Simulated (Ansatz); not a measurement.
# C₂H₃ radical: one species, many methods

One table from this session's results is given with a row withheld; the runs are named, their logs left out.

Computed with Ansatz 0.2.0, Gaussian basis. Level: functionals in def2-TZVPP, the program's frozen cores in correlated methods.

Levels to be run: LDA (SPW92), PBE-D4, revPBE-D4, BLYP-D4, r2SCAN-D4, B97M-V, PBE0-D4, B3LYP-D4, r2SCANh-D4, r2SCAN0-D4, HSE06-D4, BHLYP-D4, CAM-B3LYP-D4, LC-ωPBE, ωB97X-V, ωB97M-V, B2PLYP, PBE-QIDH; CCSD(T)/def2-SVP; CCSD(T)/def2-TZVPP; CCSD(T)/def2-QZVPP; extrapolation to the limit; RPA on PBE.

## The geometry

The geometry comes from an earlier relaxation with PBE0-D4 in a triple-zeta def2 set; it is a stationary point.

SMILES `[CH]=C`, 5 atoms, charge 0, spin multiplicity 2.

Atoms are counted from 1 here; the program's logs count them from 0.

Bond lengths: C1–C2 1.301 Å, C1–H3 1.080 Å, C2–H4 1.093 Å, C2–H5 1.088 Å. Angles: C2–C1–H3 138.4°, C1–C2–H4 121.7°, C1–C2–H5 122.1°, H4–C2–H5 116.2°.

Geometry (Å):

```xyz
5
C2H3
C     0.4918   -0.4218    0.5688
C    -0.1361    0.3925   -0.2289
H     0.4771   -1.4704    0.8268
H    -0.9364    0.0477   -0.8879
H     0.1037    1.4521   -0.2788
```

The first run:

File in.yaml:

```yaml
crystal:
  periodic: [false, false, false]
  atoms:
    - {symbol: C, position_ang: [0.491757, -0.421812, 0.568793]}
    - {symbol: C, position_ang: [-0.136144, 0.392506, -0.228876]}
    - {symbol: H, position_ang: [0.477086, -1.470418, 0.826784]}
    - {symbol: H, position_ang: [-0.936436, 0.047684, -0.887909]}
    - {symbol: H, position_ang: [0.103738, 1.452050, -0.278803]}
basis:
  gaussian: {orbitals: def2-TZVPP}
magnetization: {spin_polarized: true, initial_magnetization: 1}
hamiltonian: {xc: lda}
output: {orbitals: {seedname: orbitals}}
```

Started as:

```sh
$ ansatz run in.yaml --threads 2 --pin off --events-out ev --progress --plain --max-ram 32768MiB --backend cpu
```

Steps of the session up to this table: LDA; PBE-D4 (GGA); revPBE-D4 (GGA); BLYP-D4 (GGA); r2SCAN-D4 (meta-GGA); B97M-V (meta-GGA); PBE0-D4 (hybrid); B3LYP-D4 (hybrid); r2SCANh-D4 (hybrid); r2SCAN0-D4 (hybrid); HSE06-D4 (hybrid); BHLYP-D4 (hybrid); CAM-B3LYP-D4 (range-separated); LC-ωPBE (range-separated); ωB97X-V (range-separated); ωB97M-V (range-separated); B2PLYP (double hybrid); PBE-QIDH (double hybrid).

One table of the session follows, with a row left open; its other results are not shown here.

It belongs to the step «Orbital energies across the functionals». 

| functional | HOMO (eV) | LUMO (eV) | gap (eV) |
| --- | --- | --- | --- |
| LDA (SPW92) | -5.34 | -3.59 | 1.75 |
| PBE-D4 | -5.44 | -3.06 | 2.38 |
| revPBE-D4 | -5.43 | -2.91 | 2.51 |
| BLYP-D4 | -5.28 | -3.15 | 2.13 |
| r2SCAN-D4 | ? | ? | ? |
| B97M-V | -5.66 | -2.79 | 2.87 |
| PBE0-D4 | -6.93 | -1.76 | 5.17 |
| B3LYP-D4 | -6.61 | -2.31 | 4.30 |
| r2SCANh-D4 | -6.46 | -1.85 | 4.61 |
| r2SCAN0-D4 | -7.29 | -1.23 | 6.06 |
| HSE06-D4 | -6.52 | -2.16 | 4.36 |
| BHLYP-D4 | -8.27 | -0.70 | 7.57 |
| CAM-B3LYP-D4 | -8.29 | -0.81 | 7.47 |
| LC-ωPBE | -9.79 | 0.82 | 10.61 |
| ωB97X-V | -9.22 | 0.21 | 9.43 |
| ωB97M-V | -8.96 | 0.10 | 9.05 |

Q: Estimate the row for r2SCAN-D4 from the others.

Worked estimate for «HOMO (eV)». Against the share of exact exchange, r2SCANh-D4 (0.1, -6.46), r2SCAN0-D4 (0.25, -7.29) give a slope of -5.53 per unit share; at 0 the line stands at -5.91.

As computed: HOMO (eV): -5.91; LUMO (eV): -2.28; gap (eV): 3.64. In «HOMO (eV)» the line misses by 0.00.
